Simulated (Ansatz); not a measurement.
# Worked example: Ga–P–SH⁺, triplet against Ga–P–SH, doublet

Geometry (PBE0/def2-TZVP stationary point of a doublet), kept for both states (Ga–P–SH, doublet: A''; Ga–P–SH⁺, triplet: A''):

```csv
atom,x (Å),y (Å),z (Å)
Ga,0.0000,-0.1811,1.2543
P,0.0000,1.1308,-0.8246
S,0.0000,-0.6909,-1.8333
H,0.0000,-0.2437,-3.1036
```

Basis cc-pVDZ; Ansatz 0.2.0. Only valence electrons are correlated (noble-gas cores and the filled d shells of p-block atoms frozen). Prefix R: restricted or restricted open-shell reference; prefix U: unrestricted. No spin–orbit coupling is included, and no scalar relativity.

Full CI isn't at hand for all of this; UCCSDT(Q) serves as the reference, and is uncertain by about the last step of the cluster series.

```tsv
level	E(Ga–P–SH, doublet) (hartree)	E(Ga–P–SH⁺, triplet) (hartree)
UHF	-2662.072247	-2661.826503
UMP2	-2662.343719	-2662.076799
UCCSD(T)	-2662.397421	-2662.130430
PBE	-2664.344584	-2664.069859
PBE0	-2664.441587	-2664.164395
UCCSDT(Q)	-2662.399813	-2662.132965
```

Task: Give the vertical gap, Ga–P–SH⁺ triplet less Ga–P–SH doublet, at each level in eV (1 hartree = 27.2114 eV), and each error against UCCSDT(Q).

Result: UCCSDT(Q): (-2662.132965 − (-2662.399813)) × 27.2114 = 7.261 eV (the reference)
PBE0: (-2664.164395 − (-2664.441587)) × 27.2114 = 7.543 eV, error 0.282 eV
PBE: (-2664.069859 − (-2664.344584)) × 27.2114 = 7.476 eV, error 0.215 eV
UCCSD(T): (-2662.130430 − (-2662.397421)) × 27.2114 = 7.265 eV, error 0.004 eV
UMP2: (-2662.076799 − (-2662.343719)) × 27.2114 = 7.263 eV, error 0.002 eV
UHF: (-2661.826503 − (-2662.072247)) × 27.2114 = 6.687 eV, error -0.574 eV

Total energies of functionals can't be set beside those of wave-function methods, since they hold the core's correlation and their own absolute errors; only the differences compare.

In so small a basis the reference is far from its limit while semilocal and hybrid functionals are nearer theirs, so the functionals' errors here hold much of the reference's basis and frozen-core error, which can add to them or hide them.

Each level lands on the state that its own search finds. T1 diagnostics of restricted CCSD: 0.025 and 0.034.
